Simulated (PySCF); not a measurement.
## Assignment exercise: C4H6N2

Bonds: C1-C2 1.493 Å, C2-N3 1.251 Å, C2-C4 1.529 Å, C4-C5 1.439 Å, C5-N6 1.143 Å. C1 carries H7, H8, H9; N3 carries H10; C4 carries H11, H12.

No solvent model, no relativistic terms, single conformer, equivalent nuclei averaged. GFN2-xTB structure; PBE0/pcSseg-1 with gauge-including orbitals; PySCF 2.14.0 with density-fitted response routines.

References, each an isolated molecule treated in the same way: ¹³C (186.93 ppm), ¹H (31.72 ppm) vs TMS.

Problem. Assign these signals to the numbered atoms. ¹³C{¹H} NMR (computed): δ 170.1 (C), 119.9 (C), 32.6 (CH2), 27.6 (CH3).

Solution. 
| δ (ppm) | atoms | environment | reason |
| --- | --- | --- | --- |
| 170.1 | C2 | carbon bonded to 2 C, N | – |
| 119.9 | C5 | carbon bonded to C, N | – |
| 32.6 | C4 | carbon bonded to 2 C, 2 H | – |
| 27.6 | C1 | carbon bonded to C, 3 H | – |

Problem. Assign these signals to the numbered atoms. ¹H NMR (300 MHz, computed): δ 10.66 (br s, 1H), 2.88 (s, 2H), 2.35 (s, 3H).

Solution. 
10.66 → H10, hydrogen on a nitrogen bonded to C
2.88 → H11/H12, hydrogen on a carbon bonded to 2 C
2.35 → H7/H8/H9, hydrogen on a carbon bonded to C

OH/NH shifts are gas-phase values; hydrogen bonding in solution moves them, usually downfield. Shifts are as computed. Against solution values, carbons near 30 ppm lie about +3 ppm off and those near 130 ppm about +5 ppm. Of 1211 compounds with measured shifts, 218 miss one by over three times the rms of a fit or turn the order of signals round; such compounds aren't used in these exercises. Multiplicities follow the n + 1 count of equivalent neighbours, as no J values were calculated; m marks all less simple cases, F and P coupling included.
